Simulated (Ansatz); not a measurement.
A calculation with Ansatz (development build ahead of 0.2.0).

```yaml
crystal:
  periodic: [false, false, false]
  atoms:
    - { symbol: Li, position_ang: [0.04719, -0.01568, -1.17462] }
    - { symbol: Si, position_ang: [-0.01345, 0.00978, 1.13269] }
basis:
  gaussian: { orbitals: def2-SVP }
magnetization:
  spin_polarized: true
  initial_magnetization: 3
hamiltonian:
  xc: hf
correlation:
  method: ccsd_t
  frozen_orbitals: { Li: 0, Si: 5 }
```

The input is written out in the form of the current development build from the run's settings.

Results

```yaml
Converged: yes
Reference_energy: -296.22392 hartree
Correlation_energy: -0.07587 hartree
Total_energy: -296.29979 hartree
Stability_test: minimum
```
